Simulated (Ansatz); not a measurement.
## H3Si–BH2, triplet: the ladder up to UCCSDT(Q)

Geometry: that of the H3Si–BH2, singlet, kept fixed. The singlet lies 3.6 eV lower here.

```csv
atom,x (Å),y (Å),z (Å)
Si,0.0000,0.0022,0.5789
B,0.0000,0.0095,-1.4317
H,0.0000,1.3466,1.2152
H,1.2022,-0.7415,1.0572
H,-1.2022,-0.7415,1.0572
H,0.0000,1.0072,-2.0896
H,0.0000,-1.0351,-2.0149
```

Basis cc-pVDZ; Ansatz 0.2.0. Only valence electrons are correlated (noble-gas cores frozen), which leaves 12 electrons in 51 orbitals. Prefix R: restricted or restricted open-shell reference; prefix U: unrestricted. Active spaces: frontier = (10e, 10o) about the gap.

Full CI isn't at hand for all of this; UCCSDT(Q) serves as the reference, and is uncertain by the last step of the cluster series or more. The frozen core follows each run's orbitals, which can shift R against U totals by a few meV.

For open shells CISD is restricted-active-space CI with the open shells as a complete middle space.

```
UHF ⟨S²⟩                          : 2.011
T1 diagnostic (RCCSD)             : 0.0214
largest doubles amplitude (RCCSD) : 0.028
T1 diagnostic (UCCSD)             : 0.0176
```

```tsv
level	E − E(UCCSDT(Q)) (meV)	share of correlation (%)	wall time
RHF	6435	0.00	–
UHF	6344	1.42	–
RMP2	1448	77.49	–
UMP2	1442	77.59	–
CISD	688	89.31	7 s
RCCSD	182	97.17	–
UCCSD	181	97.19	–
RCCSD(T)	40	99.38	3.1 s
UCCSD(T)	39	99.39	3.7 s
BCCD(T)	39	99.39	3.5 s
RCCSDT	5	99.92	–
UCCSDT	5	99.93	–
RCCSDT(Q)	1	99.98	81 s
CASSCF (frontier space)	4764	25.98	–
NEVPT2 (frontier space)	1412	78.07	13 s
```

The correlation energy at UCCSDT(Q), counted from RHF, is -6.435 eV. That run took 73 s on 1 thread of Arm Neoverse V1, shared host.

Times hold each run's SCF and search for its determinant on a shared host, so for small cases they say little of a method's own cost; they ran on 1 thread of Arm Neoverse V1.
